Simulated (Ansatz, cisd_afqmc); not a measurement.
System: Cl, charge 0, doublet.

Total energies in aug-cc-pV(D+d)Z, 7 correlated electrons, 5 frozen orbitals. Open shells are spin-unrestricted; no spin-orbit coupling. Correlated methods leave the cores frozen. No relativity. AFQMC/CISD: phaseless, guided by CISD from CCSD amplitudes; bars are statistical, one sigma. Outlying blocks are dropped, and bars are widened where a walk drifts. Over all cases where full CI ran beside it in this data, AFQMC minus full CI had a median of +0.1 mEh and passed +0.4 mEh in a tenth of the cases. Full CI freezes restricted core orbitals and the other rows unrestricted ones, which leaves a small offset even where coupled cluster is exact.

```json
[
 {"method": "HF", "program": "Ansatz", "energy (Eh)": "-459.47306", "error against FCI (mEh)": "145.68"},
 {"method": "MP2", "program": "Ansatz", "energy (Eh)": "-459.59580", "error against FCI (mEh)": "22.93"},
 {"method": "CCSD", "program": "Ansatz", "energy (Eh)": "-459.61542", "error against FCI (mEh)": "3.32"},
 {"method": "CCSD(T)", "program": "Ansatz", "energy (Eh)": "-459.61807", "error against FCI (mEh)": "0.66"},
 {"method": "CCSDT(Q)", "program": "Ansatz", "energy (Eh)": "-459.61872", "error against FCI (mEh)": "0.01"},
 {"method": "CCSDTQ", "program": "Ansatz", "energy (Eh)": "-459.61874", "error against FCI (mEh)": "-0.01"},
 {"method": "AFQMC/CISD", "program": "cisd_afqmc", "energy (Eh)": "-459.6186 ± 0.0002", "error against FCI (mEh)": "0.2 ± 0.2"},
 {"method": "FCI", "program": "Ansatz", "energy (Eh)": "-459.61873", "error against FCI (mEh)": "0.00"}
]
```

Ansatz is an electronic-structure program.
